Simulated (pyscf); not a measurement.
F–SiH₂–O–SiH₃ (SMILES F[SiH2]O[SiH3]) + •H₂C–F (SMILES [CH2]F) -> •H₂Si–O–SiH₃ (SMILES [SiH2]O[SiH3]) + F–CH₂–F (SMILES FCF), an atom transfer (doublet surface; F–Si broken, C–F formed). Single points on ωB97X-D3(BJ)/def2-SVP structures (PySCF, gas phase). Energies in kcal/mol from the separated reactants.

Small-basis levels: PySCF, no dispersion term, spherical d functions. AM1 to PM7: differences of heats of formation from MOPAC, which are fitted to 298 K values and so differ in kind from electronic energies by zero-point and thermal terms. Open shells are spin-unrestricted. 

```json
[
 {"level": "HF/STO-3G", "barrier": "57.1", "reaction energy": "+18.4"},
 {"level": "HF/3-21G", "barrier": "68.3", "reaction energy": "+37.6"},
 {"level": "HF/6-31G*", "barrier": "87.4", "reaction energy": "+39.7"},
 {"level": "MP2/6-31G*", "barrier": "66.0", "reaction energy": "+36.1"},
 {"level": "B3LYP/STO-3G", "barrier": "26.4", "reaction energy": "+15.5"},
 {"level": "B3LYP/3-21G", "barrier": "35.2", "reaction energy": "+28.7"},
 {"level": "B3LYP/LANL2DZ", "barrier": "40.8", "reaction energy": "+24.3"},
 {"level": "M06-2X/6-31G*", "barrier": "57.4", "reaction energy": "+32.0"},
 {"level": "B3LYP/6-311+G**", "barrier": "54.0", "reaction energy": "+32.0"},
 {"level": "PBE/def2-SVP", "barrier": "41.9", "reaction energy": "+26.3"},
 {"level": "AM1", "barrier": "55.8", "reaction energy": "+30.0"},
 {"level": "PM3", "barrier": "64.2", "reaction energy": "+34.2"},
 {"level": "ωB97M-D3(BJ)/def2-TZVP", "barrier": "63.0", "reaction energy": "+37.8"}
]
```

Against the last row the barrier runs from -36.6 (B3LYP/STO-3G) to +24.4 kcal/mol (HF/6-31G*). ωB97M-D3(BJ)/def2-TZVP has limits of its own. One saddle was located; it need not be the lowest between these sides. The angle at the transferred F is 148°.
